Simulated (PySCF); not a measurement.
Numbering as in the mapped SMILES `[CH3:1][O:2][CH2:3][CH2:4][O:5][CH3:6]` (H(Xn): hydrogen on atom n).

GIAO shifts from PySCF 2.14.0 with density-fitted response routines on PBE0-D3(BJ)/def2-TZVP geometries (one conformer, non-relativistic, equivalent nuclei averaged), against TMS at the same level and in the same medium; PCM means IEF-PCM chloroform.

Measured (solution, CDCl3, 298 K; Fulmer et al., Organometallics 2010, 29, 2176): C1/C6 59.1, C3/C4 71.8, H(C1)/H(C6) 3.40, H(C3)/H(C4) 3.55 ppm.

Which unscaled values do B97-2/pcSseg-2, gas; WP04/pcSseg-2, PCM; wB97X-D/pcSseg-2, PCM give, and how close are they?

Results:


| atoms | measured | B97-2/pcSseg-2, gas | WP04/pcSseg-2, PCM | wB97X-D/pcSseg-2, PCM |
| --- | --- | --- | --- | --- |
| C1/C6 | 59.1 | 62.1 | 63.9 | 62.9 |
| C3/C4 | 71.8 | 74.4 | 76.2 | 75.2 |
| H(C1)/H(C6) | 3.40 | 3.40 | 3.32 | 3.46 |
| H(C3)/H(C4) | 3.55 | 3.52 | 3.48 | 3.57 |

Mean absolute error for 13C: B97-2/pcSseg-2, gas 2.8, WP04/pcSseg-2, PCM 4.6, wB97X-D/pcSseg-2, PCM 3.6 ppm.

Mean absolute error for 1H: B97-2/pcSseg-2, gas 0.01, WP04/pcSseg-2, PCM 0.07, wB97X-D/pcSseg-2, PCM 0.04 ppm.
